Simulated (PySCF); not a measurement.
An unknown gives this computed stick spectrum. The calculation used TDDFT CAM-B3LYP/def2-SVPD, vertical, gas phase, core orbitals frozen in the response in PySCF 2.14.0, density-fitted response routines. Geometries: GFN2-xTB, one conformer each.

| state | E (eV) | f |
| --- | --- | --- |
| S1 | 8.51 | 0.0000 |
| S2 | 8.84 | 0.0003 |
| S3 | 9.04 | 0.0013 |
| S4 | 9.14 | 0.0085 |
| S5 | 9.19 | 0.065 |
| S6 | 9.20 | 0.059 |
| S7 | 9.38 | 0.0020 |
| S8 | 9.49 | 0.0010 |

Triplets computed (Tamm–Dancoff): 8.25, 8.54, 8.77 eV.

Orbital energies (eV): HOMO-3 -10.82, HOMO-2 -10.70, HOMO-1 -10.51, HOMO -10.20, LUMO 1.43, LUMO+1 2.20, LUMO+2 2.21.

Task: Which structure fits? All have the formula C5H10.
A. cyclopentane, `C1CCCC1`
B. 1-pentene, `C=CCCC`
C. 2-methyl-2-butene, `CC=C(C)C`

Result: A. Its S1, at 8.51 eV, is the highest among the candidates; the nearest of the others has S1 at 7.35 eV. S1 is HOMO→LUMO (88%). Löwdin shares by element: HOMO carbon 48% or more, hydrogen 9% or more (atoms not listed hold the other 43%); LUMO carbon 40% or more (atoms not listed hold the other 60%). At the same level the other candidates give, for their lowest levels:
- `C=CCCC`: 7.35 eV (f 0.038); 7.52 eV (f 0.466); 7.84 eV (f 0.002); 8.08 eV (f 0.017); 8.17 eV (f 0.001); T1 4.51 eV; HOMO -8.73, LUMO 1.50 eV
- `CC=C(C)C`: 6.44 eV (f 0.000); 7.26 eV (f 0.525); 7.33 eV (f 0.000); 7.40 eV (f 0.008); 8.17 eV (f 0.009); T1 4.43 eV; HOMO -7.97, LUMO 1.38 eV
